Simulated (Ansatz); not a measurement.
Relaxation of SiH2Me(SiH3) (CH₈Si₂) with RKS PBE-D4/def2-SVP.

```sh
$ ansatz run in.yaml --threads 2 --pin off --events-out ev --progress --plain --max-ram 4352MiB
```

```yaml
crystal:
  periodic: [false, false, false]
  atoms:
    - {symbol: C, position_ang: [-0.176360, 1.712790, -0.119880]}
    - {symbol: Si, position_ang: [0.701450, 0.141490, 0.494050]}
    - {symbol: Si, position_ang: [-0.376300, -1.753500, -0.270140]}
    - {symbol: H, position_ang: [0.748240, 0.212260, 1.963190]}
    - {symbol: H, position_ang: [2.100300, 0.224730, 0.048340]}
    - {symbol: H, position_ang: [0.293170, 2.611390, 0.270110]}
    - {symbol: H, position_ang: [-1.218700, 1.728620, 0.187190]}
    - {symbol: H, position_ang: [-0.154160, 1.776810, -1.204800]}
    - {symbol: H, position_ang: [-1.743040, -1.878020, 0.246820]}
    - {symbol: H, position_ang: [0.321210, -2.982570, 0.116220]}
    - {symbol: H, position_ang: [-0.495820, -1.794010, -1.731100]}
basis:
  gaussian: {orbitals: def2-SVP}
hamiltonian: {xc: pbe, dispersion: d4}
scf: {omitted_lower_state_checks: [starts]}
output: {orbitals: {seedname: orbitals}}
relax: {f_tol: 0.02, max_steps: 100}
```

It took 15 s on 2 threads of Arm Neoverse N1 on a shared host.

Positions (Å) and forces (eV/Å) at steps 1, 2, 3, 4, 6 of 6:

```xyz
11
step=1 energy=-16906.7000 eV
C    -0.176    1.713   -0.120    0.172   -0.604    0.113
Si    0.701    0.141    0.494   -0.387    0.833   -0.251
Si   -0.376   -1.754   -0.270    0.123   -0.011    0.080
H     0.748    0.212    1.963   -0.051   -0.177    0.693
H     2.100    0.225    0.048    0.656   -0.173   -0.286
H     0.293    2.611    0.270    0.416    0.564    0.335
H    -1.219    1.729    0.187   -0.728   -0.027    0.235
H    -0.154    1.777   -1.205    0.030   -0.006   -0.753
H    -1.743   -1.878    0.247   -0.699    0.085    0.356
H     0.321   -2.983    0.116    0.447   -0.618    0.260
H    -0.496   -1.794   -1.731    0.021    0.134   -0.782
11
step=2 energy=-16906.8313 eV
C    -0.197    1.735   -0.133    0.127   -0.188    0.088
Si    0.691    0.174    0.490   -0.086   -0.010   -0.062
Si   -0.361   -1.781   -0.263   -0.013    0.222   -0.002
H     0.706    0.132    1.992    0.036    0.059    0.102
H     2.113    0.143    0.005    0.114    0.065   -0.001
H     0.304    2.635    0.262    0.082    0.171    0.063
H    -1.250    1.757    0.195   -0.162   -0.026    0.074
H    -0.181    1.789   -1.234    0.018   -0.020   -0.178
H    -1.750   -1.826    0.296   -0.164   -0.068    0.021
H     0.369   -3.020    0.147    0.091   -0.143    0.054
H    -0.445   -1.738   -1.759   -0.042   -0.062   -0.159
11
step=3 energy=-16906.8417 eV
C    -0.192    1.724   -0.128    0.056   -0.006    0.038
Si    0.709    0.176    0.503   -0.062    0.021   -0.043
Si   -0.379   -1.766   -0.276    0.040    0.012    0.027
H     0.735    0.161    2.012   -0.007   -0.012   -0.017
H     2.142    0.174    0.027   -0.019   -0.012   -0.003
H     0.301    2.641    0.252   -0.012    0.017   -0.010
H    -1.247    1.731    0.208   -0.007   -0.001    0.008
H    -0.181    1.758   -1.236    0.000   -0.001   -0.007
H    -1.781   -1.840    0.273    0.010    0.006    0.001
H     0.365   -3.005    0.146   -0.010   -0.028   -0.004
H    -0.471   -1.753   -1.781    0.011    0.006    0.010
11
step=4 energy=-16906.8424 eV
C    -0.188    1.737   -0.121   -0.054   -0.066   -0.035
Si    0.700    0.178    0.494    0.045    0.026    0.030
Si   -0.373   -1.772   -0.274   -0.016    0.012   -0.011
H     0.733    0.153    2.003   -0.005   -0.005   -0.003
H     2.132    0.168    0.016   -0.006   -0.005   -0.005
H     0.306    2.658    0.248    0.005   -0.018    0.002
H    -1.242    1.741    0.224    0.012    0.028    0.009
H    -0.195    1.762   -1.230    0.010    0.027    0.008
H    -1.781   -1.838    0.260    0.001   -0.001   -0.002
H     0.357   -3.017    0.160    0.005    0.007    0.006
H    -0.448   -1.768   -1.780    0.002   -0.003    0.002
11
step=6 energy=-16906.8431 eV
C    -0.194    1.736   -0.119    0.001   -0.001    0.001
Si    0.700    0.178    0.490   -0.002   -0.002   -0.002
Si   -0.372   -1.774   -0.276    0.001    0.002    0.001
H     0.736    0.150    1.998    0.000    0.000    0.001
H     2.128    0.169    0.003    0.001    0.000   -0.001
H     0.316    2.649    0.250   -0.001    0.000   -0.001
H    -1.242    1.754    0.241    0.000    0.000    0.000
H    -0.209    1.772   -1.227   -0.001    0.000    0.001
H    -1.787   -1.834    0.241   -0.001    0.001    0.000
H     0.352   -3.012    0.182    0.000   -0.001    0.001
H    -0.428   -1.787   -1.783    0.001    0.000   -0.001
```
